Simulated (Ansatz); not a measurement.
We consider chalcopyrite CuGaSe2, described by LDA+SOC (Ansatz, a quantum-chemistry and plane-wave program, plane waves, PAW).

Run with plane-wave cutoff 520 eV, 8×8×8 k mesh, Fermi–Dirac smearing 0.01 eV, PAW data made under PBE.

Cell (measured lattice):

```yaml
crystal:
  lattice:
    - [2.80955, -2.80955, 5.51300]
    - [-2.80955, 2.80955, 5.51300]
    - [-2.80955, -2.80955, -5.51300]
  atoms:
    - { symbol: Ga, position: [0.50000, 0.50000, 0.00000] }
    - { symbol: Ga, position: [0.25000, 0.75000, 0.50000] }
    - { symbol: Cu, position: [0.00000, 0.00000, 0.00000] }
    - { symbol: Cu, position: [0.75000, 0.25000, 0.50000] }
    - { symbol: Se, position: [0.87500, 0.87438, 0.49938] }
    - { symbol: Se, position: [0.12562, 0.62500, 0.00062] }
    - { symbol: Se, position: [0.37500, 0.37562, 0.50062] }
    - { symbol: Se, position: [0.62438, 0.12500, 0.99938] }
```

Task: What does this level give for the band gap?

Result: 
- band gap: 0.04 eV (direct)

Measured, for comparison: band gap 1.67 eV (temperature not stated, no zero-point or thermal correction, direct or pseudo-direct at Γ; as tabulated in Ghosh et al. (2024), arXiv:2401.16805). Computed (rounded) less measured: band gap -1.63 eV.

Note: cell and atoms aren't relaxed at this level (largest force component 0.45 eV/Å, pressure -3.0 GPa).

Static lattice: no zero-point or thermal effects.

It cost very roughly 15 core-minutes of CPU time.
